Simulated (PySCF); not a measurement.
All values below come from PySCF 2.14.0 with M06-2X/def2-TZVP. Gas-phase values, no solvent. One relaxed conformer stands for a flexible species; it need not be the lowest. 

Reference species (SMILES): `[F]` (neutral, multiplicity 2).

The highest occupied spin orbital is -14.77 eV.

Changed species: `[OH][In][OH]` (H–O–In–O torsion 0°, O–In–O–H torsion 180°) (radical fragment; the reference has radical fragment).

What does the change do to the highest occupied spin orbital?

the highest occupied spin orbital goes up by 6.88 eV, to -7.89 eV.
